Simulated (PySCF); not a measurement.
SiO.
Cartesian coordinates in Å at the PBE0-D3(BJ)/def2-SVP level; atoms count from 1:
```xyz
2
SiO angstrom
O      0.7643   -0.0069   -0.0043
Si    -0.7588    0.0095   -0.0240
```

Method used: PySCF 2.14.0, PBE0-D3(BJ)/def2-SVP geometry optimisation, gas phase.

Take the most abundant isotopes and a rigid rotor. 

What are the moment of inertia and the rotational constant?

I = 23.614 u·Å², B = 505379 MHz·u·Å²/I = 21402 MHz (0.7139 cm⁻¹, or 1.027 K as hB/k). For two atoms I = μr² with μ = 10.1767 u and r = 1.5233 Å.

List the first levels of a rigid rotor in a Σ state.

E(J) = BJ(J+1): J = 1: 1.428, J = 2: 4.283, J = 3: 8.567, J = 4: 14.278, J = 5: 21.417, J = 6: 29.983 cm⁻¹.

Where do the first rotational lines fall?

The dipole is 2.70 D; J+1 ← J lies at 2B(J+1): 1 ← 0 at 42.80 GHz, 2 ← 1 at 85.61 GHz, 3 ← 2 at 128.41 GHz, 4 ← 3 at 171.22 GHz, 5 ← 4 at 214.02 GHz, 6 ← 5 at 256.82 GHz.

Estimate the classical rotational partition function at 200 K, 298.15 K and 500 K.

Point group C∞v, symmetry number σ = 1; q = kT/(σhB), k/h = 20836.6 MHz/K: 195 at 200 K, 290 at 298.15 K, 487 at 500 K.

PBE0-D3(BJ)/def2-SVP frequencies: not computed here. Constants of a rigid frame at the computed geometry: no zero-point averaging, no centrifugal distortion.
